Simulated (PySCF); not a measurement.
Gas-phase reaction: AlH + O + 2 F = AlF2OH

Energies from PySCF (xtb for GFN2), thermal terms from the rigid-rotor harmonic-oscillator model, ideal gas at 1 bar. † marks an energy on the PBE0/def2-TZVP geometry and frequencies; other levels use their own. CCSD(T) freezes the core. 6-31G* has spherical d functions here. Open shells (unrestricted): O (multiplicity 3, electronic degeneracy 9), F (multiplicity 2, electronic degeneracy 6); the rest are closed-shell singlets. GFN2 has no spin-polarisation term. Spin-orbit splitting is ignored; it lowers the true energy and changes the entropy of O, F. AlF2OH: computed as isolated molecules; such fragments, hydroxides, amides, oligomers or adducts are transient or little studied in the gas. CCSD(T) isn't extrapolated to the basis-set limit; its ΔH°(298 K) is -1640.2 kJ in def2-SVP and -1735.9 kJ in def2-TZVPP. The harmonic model lacks anharmonicity and excited electronic states, which grow with temperature; levels with a mode under 35 cm⁻¹ are left out.

```json
[
 {"level": "CCSD(T)/def2-SVP†", "ΔE electronic, kJ": "-1668", "ΔH°(298 K), kJ": "-1640", "ΔS°(298 K), J/K": "-371", "ΔG°(1800 K), kJ": "-961"},
 {"level": "CCSD(T)/def2-TZVPP†", "ΔE electronic, kJ": "-1764", "ΔH°(298 K), kJ": "-1736", "ΔS°(298 K), J/K": "-371", "ΔG°(1800 K), kJ": "-1056"},
 {"level": "GFN2-xTB", "ΔE electronic, kJ": "-2192", "ΔH°(298 K), kJ": "-2166", "ΔS°(298 K), J/K": "-363", "ΔG°(1800 K), kJ": "-1505"},
 {"level": "HF/6-31G*", "ΔE electronic, kJ": "-1260", "ΔH°(298 K), kJ": "-1230", "ΔS°(298 K), J/K": "-374", "ΔG°(1800 K), kJ": "-545"},
 {"level": "PBE0/def2-SVP†", "ΔE electronic, kJ": "-1738", "ΔH°(298 K), kJ": "-1710", "ΔS°(298 K), J/K": "-371", "ΔG°(1800 K), kJ": "-1030"},
 {"level": "PBE0/def2-TZVP", "ΔE electronic, kJ": "-1762", "ΔH°(298 K), kJ": "-1734", "ΔS°(298 K), J/K": "-371", "ΔG°(1800 K), kJ": "-1055"},
 {"level": "r2SCAN/def2-TZVP†", "ΔE electronic, kJ": "-1819", "ΔH°(298 K), kJ": "-1790", "ΔS°(298 K), J/K": "-371", "ΔG°(1800 K), kJ": "-1111"}
]
```
ΔH° is lowest at GFN2-xTB and highest at HF/6-31G*. No reference value is set beside these.
